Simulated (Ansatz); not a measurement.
**SiH₄S₂: ionisation energy by level of theory**

An exercise on one series of results from a longer session: the logs are not shown, and one member is left open.

Program: Ansatz 0.2.0, Gaussian basis. Level of theory: unrestricted cation, the program's frozen cores in correlated methods. These are calculated values, not measurements.

Levels to be run: UKS PBE-D4/def2-TZVPP; UKS r2SCAN-D4/def2-TZVPP; UKS PBE0-D4/def2-TZVPP; UKS B3LYP-D4/def2-TZVPP; UKS wB97X-V/def2-TZVPP; UKS wB97M-V/def2-TZVPP; UKS B2PLYP/def2-TZVPP; UHF-CCSD(T)/def2-TZVPP; UHF-MP2/def2-QZVPP; extrapolation to the limit; then −ε(HOMO) from the neutral's earlier runs with LDA (SPW92), PBE-D4, revPBE-D4, BLYP-D4, r2SCAN-D4, B97M-V, PBE0-D4, B3LYP-D4, r2SCANh-D4, r2SCAN0-D4, HSE06-D4, BHLYP-D4, CAM-B3LYP-D4, LC-ωPBE, ωB97X-V, ωB97M-V.

## Structure used throughout

An earlier PBE0-D4 in a triple-zeta def2 set relaxation fixed the geometry.

SMILES `[SiH3]SS`, 7 atoms, charge 0, spin multiplicity 1.

Atoms are counted from 1 here; the program's logs count them from 0.

Bond lengths: Si1–S2 2.143 Å, Si1–H4 1.482 Å, Si1–H5 1.484 Å, Si1–H6 1.487 Å, S2–S3 2.065 Å, S3–H7 1.346 Å. Angles: S2–Si1–H4 110.2°, S2–Si1–H5 110.0°, S2–Si1–H6 106.0°, H4–Si1–H5 109.8°, H4–Si1–H6 110.5°, H5–Si1–H6 110.2°, Si1–S2–S3 97.1°, S2–S3–H7 98.0°.

Set-up of the first run:

in.yaml reads:

```yaml
crystal:
  periodic: [false, false, false]
  atoms:
    - {symbol: Si, position_ang: [-0.825430, 0.525771, -0.206038]}
    - {symbol: S, position_ang: [0.421317, -0.079082, 1.429285]}
    - {symbol: S, position_ang: [1.383851, -1.626938, 0.458894]}
    - {symbol: H, position_ang: [-1.677843, -0.604313, -0.646316]}
    - {symbol: H, position_ang: [0.013409, 0.993501, -1.337506]}
    - {symbol: H, position_ang: [-1.662819, 1.641728, 0.307609]}
    - {symbol: H, position_ang: [2.408816, -0.918668, -0.051529]}
basis:
  gaussian: {orbitals: def2-TZVPP}
total_charge: 1
magnetization: {spin_polarized: true, initial_magnetization: 1}
hamiltonian: {xc: pbe, dispersion: d4}
```

Launch:

```sh
ansatz run in.yaml --threads 2 --pin off --events-out ev --progress --plain --max-ram 4352MiB
```

Among the steps run: Cation, UKS PBE-D4/def2-TZVPP; Cation, UKS r2SCAN-D4/def2-TZVPP; Cation, UKS PBE0-D4/def2-TZVPP; Cation, UKS B3LYP-D4/def2-TZVPP; Cation, UKS wB97X-V/def2-TZVPP; Cation, UKS wB97M-V/def2-TZVPP; Cation, UKS B2PLYP (frozen core)/def2-TZVPP; Cation, UHF-CCSD(T)/def2-TZVPP; Cation, UHF-MP2/def2-QZVPP.

One of the session's tables, all rows but one given; the rest of the session is left out.

Orbital estimates, from the neutral's runs:

```
  functional  −ε(HOMO) (eV)
 LDA (SPW92)           6.23
      PBE-D4           6.12
   revPBE-D4           6.07
     BLYP-D4           5.95
   r2SCAN-D4           6.37
      B97M-V           6.50
     PBE0-D4           7.31
    B3LYP-D4           7.07
  r2SCANh-D4           6.81
  r2SCAN0-D4           7.47
    HSE06-D4           6.91
    BHLYP-D4           8.36
CAM-B3LYP-D4              ?
     LC-ωPBE           9.98
     ωB97X-V           9.62
     ωB97M-V           9.44
```

Q: Estimate the row for CAM-B3LYP-D4 from the others.

The run gave: −ε(HOMO) (eV): 8.60. In the column «−ε(HOMO) (eV)» it lies between BHLYP-D4 (8.36) and ωB97M-V (9.44).

To keep in mind: The cation may have settled in a state other than its lowest; no search over hole states beyond the program's own was made.
